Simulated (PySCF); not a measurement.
# Electronic absorption of C3H6O2S

Compound: C₃H₆O₂S.
Bonds: C1–C2 (double), C2–S3, S3–C4, S3–O5 (double), S3–O6 (double). Hydrogens: H7, H8 on C1; H9 on C2; H10, H11, H12 on C4.

Method used: TDDFT B3LYP/def2-SVPD, vertical, gas phase, core orbitals frozen in the response (PySCF 2.14.0, density-fitted response routines). Geometry: GFN2-xTB, one conformer, isolated molecule. Torsions of this conformer, `[CH2:1]=[CH:2][S:3]([CH3:4])(=[O:5])=[O:6]`: C1–C2–S3–C4 -111°.

Task: List the vertical singlet excitations with oscillator strengths and describe the spectrum.

Result: 

| state | E (eV) | λ (nm) | f | \|μ\| (D) | main configurations (H = HOMO, L = LUMO) |
| --- | --- | --- | --- | --- | --- |
| S1 | 5.68 | 218.3 | 0.0032 | 0.39 | H→L (93%) |
| S2 | 6.02 | 206.1 | 0.0051 | 0.47 | H-1→L (92%) |
| S3 | 6.56 | 189.1 | 0.013 | 0.73 | H-3→L (57%), H-2→L (42%) |
| S4 | 6.90 | 179.8 | 0.013 | 0.70 | H-4→L (88%) |
| S5 | 7.43 | 166.9 | 0.091 | 1.79 | H→L+1 (76%), H-2→L (9%) |
| S6 | 7.57 | 163.9 | 0.185 | 2.54 | H-2→L (29%), H-3→L (22%), H→L+1 (21%) |
| S7 | 7.73 | 160.4 | 0.079 | 1.64 | H-1→L+1 (87%) |
| S8 | 8.09 | 153.3 | 0.111 | 1.90 | H-2→L+1 (60%), H→L+2 (27%) |

Triplets (Tamm–Dancoff): T1 4.51 eV, H-2→L (45%), H→L (20%), H-3→L (18%); T2 5.45 eV, H→L (74%), H-1→L (12%); T3 5.94 eV, H-1→L (75%), H-2→L (16%).

The lowest singlet lies at 5.68 eV (218 nm, ultraviolet) and is very weak; its leading configuration is HOMO→LUMO (93%). The strongest level in the table is S6 at 7.57 eV (164 nm, f = 0.185). Löwdin shares by element: HOMO oxygen 55%, carbon 24% or more (atoms not listed hold the other 21%); LUMO carbon 70% or more, sulfur 7%, hydrogen 6% or more (atoms not listed hold the other 18%). Orbital energies (eV): HOMO-3 -9.17, HOMO-2 -8.92, HOMO-1 -8.48, HOMO -8.25, LUMO -1.50, LUMO+1 0.08, LUMO+2 0.72. The listed states span 2.41 eV. Weighted by f, the mean energy of these states is 7.61 eV. Singlets were solved by full linear response, triplets in the Tamm–Dancoff approximation.

The run took 16 s wall on x86-64 server, one thread, no GPU, on a shared host.
